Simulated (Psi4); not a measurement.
**CF+ (SMILES [C+]F): a chain of runs**

We compute a geometry optimisation (singlet CF+, B3LYP/def2-SVPD), then the energy (doublet CF, UB3LYP/def2-SVPD), then a structure relaxation (doublet CF, UB3LYP/def2-SVPD) of CF. 

The calculation is run with Psi4 1.11.

## (1) The structure to begin with

CF+: 2 atoms, total charge +1, spin state singlet. As SMILES, `[C+]F`. The shape is that of a PBE0-D4/def2-TZVP optimisation. The run starts from this shape.

Bond lengths: C1–F2 1.153 Å.

## (2) A structure relaxation at B3LYP/def2-SVPD (density fitting) (run 1)

Input file calc.dat:

```
memory 1600 MB

molecule molecule1 {
  1 1
  C      0.492270    -0.160830     0.253170
  F     -0.492270     0.160830    -0.253170
  symmetry c1
}

set {
  basis def2-SVPD
}

optimize('b3lyp')
print_variables()
```

On the command line:

```
$ psi4 -n 1 calc.dat calc.out
```

calc.out:

```text
[...]
  Running in c1 symmetry.
[...]
  Nuclear repulsion =   24.785948803402466
[...]
  Multiplicity = 1
[...]
  Nalpha       = 7
  Nbeta        = 7
[...]
    Number of basis functions: 43
[...]
   @DF-RKS iter   1:  -137.31631777224280    2.13269e-01   3.30648e-03 ADIIS/DIIS
[...]
   @DF-RKS iter   6:  -137.32915626436082   -1.81899e-12   3.34670e-09 DIIS
[...]
  @DF-RKS Final Energy:  -137.32915626436082
   => Energetics <=
    Nuclear Repulsion Energy =             24.6683851822078672
    One-Electron Energy =                -231.3966121398399309
    Two-Electron Energy =                  81.8090230178743383
    DFT Exchange-Correlation Energy =     -12.4099523246030810
    Empirical Dispersion Energy =           0.0000000000000000
    VV10 Nonlocal Energy =                  0.0000000000000000
    Total Energy =                       -137.3291562643608188
[...]
 Multipole Moments:
 ------------------------------------------------------------------------------------
     Multipole            Electronic (a.u.)      Nuclear  (a.u.)        Total (a.u.)
 ------------------------------------------------------------------------------------
 L = 1.  Multiply by 2.5417464519 to convert [e a0] to [Debye]
 Dipole X            :         -0.0000000           -0.0000000           -0.0000000
 Dipole Y            :          0.0000000            0.0000000            0.0000000
 Dipole Z            :         -0.0244388            0.4230298            0.3985909
 Magnitude           :                                                    0.3985909
[...]
  -Total Gradient:
     Atom            X                  Y                   Z
    ------   -----------------  -----------------  -----------------
       1       -0.000000000000     0.000000000000    -0.000048213699
       2       -0.000000000000     0.000000000000     0.000070257541
[...]
```

On the terminal:

```text
Optimizer: Optimization complete!
```

Wall time 3.6 s (1 thread of Intel Xeon 6975P-C (Granite Rapids), shared host); peak memory 0.27 GiB.

The path in brief:

| step | energy from the first frame kept (eV) | largest force (eV/Å) |
| --- | --- | --- |
| 0 | 0.0000 | 0.4992 |
| 1 | -0.0012 | 0.1479 |
| 2 | -0.0014 | 0.0036 |

After the run. Bond lengths: C1–F2 1.158 Å.

## (3) Doublet neutral CF: a single-point energy at UB3LYP/def2-SVPD (density fitting) (run 2)

Input file job.in:

```
memory 1600 MB

molecule m {
  0 2
  C      0.495146    -0.161770     0.254649
  F     -0.494086     0.161423    -0.254104
  units angstrom
  symmetry c1
}

set {
  reference uks
}

e_tot, wfn = energy("b3lyp/def2-SVPD", return_wfn=True)
```

On the command line:

```
$ psi4 job.in job.out -n 1
```

job.out:

```text
[...]
  Running in c1 symmetry.
[...]
  Nuclear repulsion =   24.668387295956784
[...]
  Multiplicity = 2
[...]
  Nalpha       = 8
  Nbeta        = 7
[...]
    Number of basis functions: 43
[...]
   @DF-UKS iter   1:  -137.64364946190261   -1.23332e-01   4.58310e-03 ADIIS/DIIS
[...]
   @DF-UKS iter   8:  -137.66571433885906   -5.26836e-09   2.66287e-07 DIIS
[...]
   @S^2 Observed:                7.532093831E-01
[...]
  @DF-UKS Final Energy:  -137.66571433885906
   => Energetics <=
    Nuclear Repulsion Energy =             24.6683872959567836
    One-Electron Energy =                -237.6136527750354048
    Two-Electron Energy =                  88.0277410002198195
    DFT Exchange-Correlation Energy =     -12.7481898600002719
    Empirical Dispersion Energy =           0.0000000000000000
    VV10 Nonlocal Energy =                  0.0000000000000000
    Total Energy =                       -137.6657143388590612
[...]
 Multipole Moments:
 ------------------------------------------------------------------------------------
     Multipole            Electronic (a.u.)      Nuclear  (a.u.)        Total (a.u.)
 ------------------------------------------------------------------------------------
 L = 1.  Multiply by 2.5417464519 to convert [e a0] to [Debye]
 Dipole X            :          0.0000000            0.0000000            0.0000000
 Dipole Y            :         -0.0000000            0.0000000           -0.0000000
 Dipole Z            :         -0.9800197            0.4230297           -0.5569900
 Magnitude           :                                                    0.5569900
[...]
```

It took 2.2 s on 1 thread of Intel Xeon 6975P-C (Granite Rapids), shared host; peak memory 0.24 GiB.

## (4) Doublet neutral CF: a geometry optimisation at UB3LYP/def2-SVPD (density fitting) (run 3)

Input file job.in:

```
memory 1.6 GB

molecule {
  0 2
  C      0.93569033    -0.30570100     0.48121687
  F     -0.93368722     0.30504526    -0.48018697
  units bohr
  symmetry c1
}

set {
  basis def2-SVPD
  reference uks
  geom_maxiter 50
}

energy_value, wavefunction = optimize('b3lyp', return_wfn=True)
```

On the command line:

```
$ psi4 -n 1 job.in job.out
```

job.out:

```text
[...]
  Running in c1 symmetry.
[...]
  Nuclear repulsion =   24.668387303760667
[...]
  Multiplicity = 2
[...]
  Nalpha       = 8
  Nbeta        = 7
[...]
    Number of basis functions: 43
[...]
   @DF-UKS iter   1:  -137.64364947804535   -1.23332e-01   4.58310e-03 ADIIS/DIIS
[...]
   @DF-UKS iter   7:  -137.68188757849916   -1.70530e-13   2.04415e-09 DIIS
[...]
   @S^2 Observed:                7.535804851E-01
[...]
  @DF-UKS Final Energy:  -137.68188757849916
   => Energetics <=
    Nuclear Repulsion Energy =             22.3717784391991366
    One-Electron Energy =                -233.4749628032786291
    Two-Electron Energy =                  86.1109010093203153
    DFT Exchange-Correlation Energy =     -12.6896042237399875
    Empirical Dispersion Energy =           0.0000000000000000
    VV10 Nonlocal Energy =                  0.0000000000000000
    Total Energy =                       -137.6818875784991576
[...]
  -Total Gradient:
     Atom            X                  Y                   Z
    ------   -----------------  -----------------  -----------------
       1        0.000000000000     0.000000000000    -0.000118228611
       2        0.000000000000     0.000000000000     0.000133115458
[...]
    Final optimized geometry and variables:
    Molecular point group: c1
    Full point group: C_inf_v
    Geometry (in Bohr), charge = 0, multiplicity = 2:
    C           -0.000000000000     0.000000000000     1.479350311129
    F            0.000000000000    -0.000000000000    -0.934405043492
    Psi4 run time: 0:00:08.12
[...]
```

On the terminal:

```text
Optimizer: Optimization complete!
```

Run time: 9 s. Hardware: 1 thread of Intel Xeon 6975P-C (Granite Rapids), shared host; peak memory 0.28 GiB.

Steps, from the record of the run:

| step | energy from the first frame kept (eV) | largest force (eV/Å) |
| --- | --- | --- |
| 0 | 0.0000 | 8.5557 |
| 1 | -0.3699 | 2.8834 |
| 2 | -0.4325 | 0.8738 |
| 3 | -0.4392 | 0.2968 |
| 4 | -0.4400 | 0.1049 |
| 5 | -0.4401 | 0.0378 |
| 6 | -0.4401 | 0.0069 |

After the run. Bond lengths: C1–F2 1.277 Å.

## (5) Results

| quantity | value |
| --- | --- |
| run 1, B3LYP/def2-SVPD: total energy at the end | -137.32916 Eh |
| run 1, B3LYP/def2-SVPD: HOMO energy | -21.65 eV |
| run 1, B3LYP/def2-SVPD: LUMO energy | -13.10 eV |
| run 1, B3LYP/def2-SVPD: HOMO–LUMO gap | 8.55 eV |
| run 1, B3LYP/def2-SVPD: bond length | 1.158 Å |
| doublet neutral CF, run 2: total energy | -137.66571 Eh |
| doublet neutral CF, run 2: dipole moment | 1.42 D |
| doublet neutral CF, run 2: HOMO energy (highest over α and β) | -5.24 eV |
| doublet neutral CF, run 2: LUMO energy (lowest over α and β) | -2.35 eV |
| doublet neutral CF, run 2: ⟨S²⟩ | 0.753 |
| doublet neutral CF, run 3: total energy at the end | -137.68189 Eh |
| doublet neutral CF, run 3: dipole moment | 0.74 D |
| doublet neutral CF, run 3: HOMO energy (highest over α and β) | -6.13 eV |
| doublet neutral CF, run 3: LUMO energy (lowest over α and β) | -3.16 eV |
| doublet neutral CF, run 3: bond length | 1.277 Å |
| doublet neutral CF, run 3: ⟨S²⟩ | 0.754 |
| adiabatic electron affinity (to the doublet neutral, no zero-point term) | 9.598 eV |

**Reading.** The adiabatic electron affinity (to the doublet neutral, no zero-point term) is 9.60 eV (221 kcal/mol). The optimisation (run 1, B3LYP/def2-SVPD) took 3 steps and changed the energy by -0.001 eV. The optimisation (doublet neutral CF, run 3) took 7 steps and changed the energy by -0.440 eV.
